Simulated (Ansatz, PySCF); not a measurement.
Molecule (SMILES): FC(F)=C(F)F.
Geometry (B3LYP-D3(BJ)/def2-TZVP, fixed):
```xyz
6

C      0.0032     0.0064     0.6604
C     -0.0032    -0.0064    -0.6604
F      0.0249     1.1143     1.3758
F     -0.0115    -1.0873     1.3975
F      0.0115     1.0873    -1.3975
F     -0.0249    -1.1143    -1.3758
```
Charge 0, spin multiplicity 1.

Near-linear dependence at PBE0/aug-cc-pVTZ with PySCF (spherical functions, density fitting): canonical orthogonalisation drops combinations whose overlap eigenvalue lies under the threshold. The set has 276 functions.

| threshold | orbitals kept | energy minus last row (mEh) |
|---|---|---|
| 1e-3 | ___ | ___ |
| 1e-4 | ___ | ___ |
| 1e-5 | ___ | ___ |
| 1e-6 | 276 | 0.000 |
| 1e-7 | 276 | 0.000 |
| 1e-9 | 276 | 0.000 |

Some entries are withheld; supply them.


- 1e-3, orbitals kept: 265
- 1e-3, energy minus last row (mEh): 1.387
- 1e-4, orbitals kept: 273
- 1e-4, energy minus last row (mEh): 0.072
- 1e-5, orbitals kept: 276
- 1e-5, energy minus last row (mEh): 0.000

The smallest overlap eigenvalue is 1.5e-05. Ansatz (an electronic-structure program) at its default drops 0 functions.
